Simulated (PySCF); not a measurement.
Species: butadiene radical anion, C4H6 (charge -1 and doublet state).
Structure used (PBE0-D3(BJ)/def2-SVP), in Å, numbered top down from 1:
```
atom  x, y, z in Å
C1     1.781    0.228   -0.703
C2     0.682   -0.160    0.078
C3    -0.678    0.161   -0.087
C4    -1.777   -0.226    0.694
H5     1.658    0.870   -1.584
H6     2.797   -0.097   -0.460
H7     0.907   -0.807    0.944
H8    -0.903    0.809   -0.953
H9    -2.794    0.099    0.450
H10   -1.655   -0.868    1.575
```

The hyperfine couplings belong to this conformer and change with its torsions.

As a line formula: butadiene radical anion (`C(=C)C=C`) [SMILES of the parent framework; charge -1 and doublet state].

Level of theory: UKS B3LYP, IGLO-III on C, pcH-1 on H, non-relativistic, mean-field spin-orbit, GIAO in PySCF 2.14.0. Whether the extra electron is bound in the gas phase wasn't checked; a finite basis holds it in any case. No stability test was run, so a lower SCF solution isn't excluded. No frequencies were computed at this geometry's level, so the symmetric structure isn't shown to be a minimum.

(1) Match the computed a_iso(13C) values +28.3, -4.7 MHz (means over equivalent nuclei) with the sites C1/C4; C2/C3.

## Answers

(1) 
```tsv
site	a_iso (MHz)	ρ(0) (bohr⁻³)	position	distance from C1 (Å)	spin population	largest |T| (MHz)
C1/C4	+28.3	+0.0252	largest spin population	1.92	+0.49	60.9
C2/C3	-4.7	-0.0042	1 bond from C1	1.97	+0.07	21.3
```

ρ(0) is the spin density at the nucleus and T the dipolar tensor; entries for several nuclei are means. Largest spin populations (Mulliken): C1 (+0.49), C4 (+0.49), C3 (+0.07) and C2 (+0.07). Main spin sites, with 60 % or more of the largest population: C1, C4; positions count bonds from the nearest.

Examples of negative spin density at the nucleus (bohr⁻³): H6/H9 (-0.0062), H5/H10 (-0.0058) and C2/C3 (-0.0042).
